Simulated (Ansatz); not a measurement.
# C3H11NO: the cost of one run

Method: the levels named in each step, in Ansatz 0.2.0.

**1. Starting point**

Bond lengths: C1–N2 1.451 Å, N2–C3 1.451 Å, C4–O5 1.400 Å, C1–H6 1.099 Å, C1–H7 1.088 Å, C1–H8 1.090 Å, N2–H9 1.017 Å, C3–H10 1.089 Å, C3–H11 1.099 Å, C3–H12 1.090 Å, C4–H13 1.097 Å, C4–H14 1.097 Å, C4–H15 1.090 Å, O5–H16 0.979 Å. Angles (14 of 22 angles, heavy atoms first): C1–N2–C3 112.7°, C1–N2–H9 109.4°, C3–N2–H9 109.4°, N2–C1–H6 113.2°, N2–C1–H7 109.0°, N2–C1–H8 108.6°, N2–C3–H10 109.0°, N2–C3–H11 113.3°, N2–C3–H12 108.6°, C4–O5–H16 108.4°, O5–C4–H13 111.8°, O5–C4–H14 111.8°, O5–C4–H15 107.2°, H6–C1–H7 108.9°.

Coordinates:

```xyz
16

C     1.3315    1.0668    1.0734
N     0.6178   -0.1921    0.9624
C     1.4183   -1.2393    0.3549
C    -1.4431    0.2222   -1.8329
O    -1.8125    0.1330   -0.4850
H     2.2618    0.9877    1.6530
H     0.6821    1.8012    1.5460
H     1.5823    1.4141    0.0706
H     0.3133   -0.4910    1.8851
H     0.8259   -2.1507    0.2973
H     2.3452   -1.4519    0.9059
H     1.6866   -0.9303   -0.6557
H    -0.8214    1.1049   -2.0267
H    -0.8989   -0.6700   -2.1665
H    -2.3618    0.3087   -2.4134
H    -0.9994    0.0436    0.0522
```

**2. A rough first relaxation, PBE-D4/def2-SVP**

Input file input.yaml:

```yaml
crystal:
  periodic: [false, false, false]
  atoms:
    - { symbol: C, position_ang: [1.33148, 1.06676, 1.07335] }
    - { symbol: "N", position_ang: [0.61775, -0.19206, 0.96237] }
    - { symbol: C, position_ang: [1.41831, -1.23934, 0.35492] }
    - { symbol: C, position_ang: [-1.44313, 0.22223, -1.83293] }
    - { symbol: O, position_ang: [-1.8125, 0.13298, -0.48504] }
    - { symbol: H, position_ang: [2.2618, 0.98768, 1.65297] }
    - { symbol: H, position_ang: [0.68214, 1.8012, 1.54598] }
    - { symbol: H, position_ang: [1.58226, 1.41412, 0.07062] }
    - { symbol: H, position_ang: [0.31327, -0.49096, 1.88506] }
    - { symbol: H, position_ang: [0.82588, -2.15068, 0.29728] }
    - { symbol: H, position_ang: [2.34518, -1.45192, 0.9059] }
    - { symbol: H, position_ang: [1.68657, -0.93025, -0.65572] }
    - { symbol: H, position_ang: [-0.82135, 1.10486, -2.02671] }
    - { symbol: H, position_ang: [-0.89892, -0.67003, -2.16653] }
    - { symbol: H, position_ang: [-2.36182, 0.30874, -2.41336] }
    - { symbol: H, position_ang: [-0.99941, 0.04359, 0.05221] }
basis:
  gaussian: { orbitals: def2-SVP }
hamiltonian:
  xc: pbe
  dispersion: d4
relax:
  f_tol: 0.03
  max_steps: 200
```

Run with:

```sh
ansatz run input.yaml --threads 4 --pin off --max-ram 10240MiB --backend cpu --events-out ev --progress --plain --runs-dir out
```

**Question.** How long does this run take on 4 threads of Arm Neoverse V1, shared host, and how much memory does it need?

About 19 s, with a peak of 0.17 GiB.
